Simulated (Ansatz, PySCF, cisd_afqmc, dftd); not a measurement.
Reaction: P2 (SMILES P#P) → P2+ (parent SMILES P#P, doublet) + e-
Each species at its own B3LYP-D3(BJ)/def2-TZVP minimum (Ansatz, a first-principles code).

Wanted: adiabatic ionisation energy (0 K, zero-point energies from PySCF's Hessians at B3LYP-D3(BJ)/def2-TZVP), in eV. UHF or UKS for unpaired electrons; spin-orbit terms are left out. Cores are frozen in correlated methods. Rows without X2C or -DK are non-relativistic. AFQMC is phaseless with a CISD trial state; ± is one standard error, without the phaseless bias. Outlying blocks are dropped, and bars are widened where a walk drifts. Over all cases where full CI ran beside it in this data, AFQMC minus full CI had a median of +0.1 mEh and passed +0.4 mEh in a tenth of the cases. CBS(X,Y): correlation extrapolated as X^-3, Hartree-Fock from the larger set (Q,5: extrapolated as (X+1)exp(-9√X)). A bracket is a step between two methods taken in the basis named. Functionals run without relativity, which enters their misses. Double hybrids freeze cores in their MP2 part. 'core' is core correlation in cc-pwCVTZ (1s frozen past Ne), 'X2C' scalar relativity in cc-pVTZ-DK, both at CCSD(T). The restricted determinant of P2 (P#P, singlet) is unstable towards broken spin symmetry in at least one set run. The UHF reference of P2+ (parent SMILES P#P, doublet) is spin-contaminated (<S^2> up to 0.43 over the pure value in the sets run). The determinant of P2+ (parent SMILES P#P, doublet) is a saddle point of the SCF energy; a lower one exists, which strains HF and MP2.

Measured: 10.53 eV (CCCBDB table in ASE).

```tsv
level	program	adiabatic ionisation energy (eV)	error against that value
PBE-D3(BJ)/def2-TZVPD	Ansatz + dftd3	10.34	-0.19
B3LYP-D4/def2-TZVPD	Ansatz + dftd4	10.33	-0.20
PBE0-D3(BJ)/def2-TZVPD	Ansatz + dftd3	10.35	-0.18
PBE0-D4/def2-TZVPD	Ansatz + dftd4	10.35	-0.18
r2SCANh/def2-TZVPD	Ansatz	10.40	-0.13
CAM-B3LYP-D4/def2-TZVPD	Ansatz + dftd4	10.32	-0.21
B2PLYP-D3(BJ)/def2-TZVPD	Ansatz + dftd3	10.37	-0.16
B2PLYP/def2-TZVPD	Ansatz	10.37	-0.16
B2GP-PLYP/def2-TZVPD	Ansatz	10.43	-0.10
CCSD/cc-pV(Q+d)Z	Ansatz	10.36	-0.17
CCSD/cc-pV(5+d)Z	Ansatz	10.39	-0.14
CCSDT(Q)/cc-pV(T+d)Z	Ansatz	10.36	-0.17
CCSDTQ/cc-pV(D+d)Z	Ansatz	10.10	-0.43
AFQMC/CISD/cc-pV(T+d)Z	cisd_afqmc	10.45 ± 0.02	-0.08
CCSD(T)/CBS(cc-pV(Q+d)Z,cc-pV(5+d)Z) + [CCSDT(Q) - CCSD(T)]/cc-pV(Q+d)Z + [CCSDTQ - CCSDT(Q)]/cc-pV(D+d)Z + core + X2C	Ansatz	10.53	0.00
```
